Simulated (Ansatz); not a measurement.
Task: an active-space calculation of C₂H₃B, SMILES BC#C, with the Ansatz DFT code, driven from Python. Give the script and its output. Level of theory: SC-NEVPT2, cc-pVDZ basis, multiplicity 1.

The script reads `c2h3b.xyz`:
```text
6

B    -0.81740    0.61390   -0.36530
C     0.27170   -0.23330    0.13040
C     1.13960   -0.92780    0.51690
H    -1.70590    0.18720   -0.95220
H    -0.80560    1.82310   -0.25630
H     1.95980   -1.52720    0.88030
```

`cas_c2h3b.py`:
```python
'''Active-space calculation on C2H3B.'''

import ansatz as az

c2h3b = az.Crystal.molecule_from_extxyz('c2h3b.xyz')

model = c2h3b.calculation().basis(gaussian='cc-pVDZ').correlation(active_electrons=2, active_orbitals=3)
for method in ['sc_nevpt2']:
    data = (model if method is None else model.correlation(method)).run().report
    space = data['configurations']
    state = space['states'][0]
    print(method or 'casscf', f'total {data["free_energy_ev"] / 27.211386246:.6f} Ha, active-space state {state["energy"]["hartree"]:.6f} Ha, mean field {data["reference_energy_ev"] / 27.211386246:.6f} Ha')
    print('  determinants', state['n_determinants'], ' natural occupations', [round(n, 3) for n in space['natural_occupations']])
```

```console
$ python cas_c2h3b.py
sc_nevpt2 total -102.417005 Ha, active-space state -102.115499 Ha, mean field -102.090287 Ha
  determinants 9  natural occupations [1.938, 0.057, 0.005]
```

What to keep in mind:
- Total energies depend on the basis set; only differences at equal settings carry meaning.
- The geometry is a force-field or estimated start, not a minimum of this method, and the basis set is short of its limit. The active space starts as a window about the frontier orbitals and is then optimised, not chosen by chemistry.
- It ran for 2.4 s on 1 thread of Arm Neoverse V1 (shared host), peak memory 0.14 GiB.
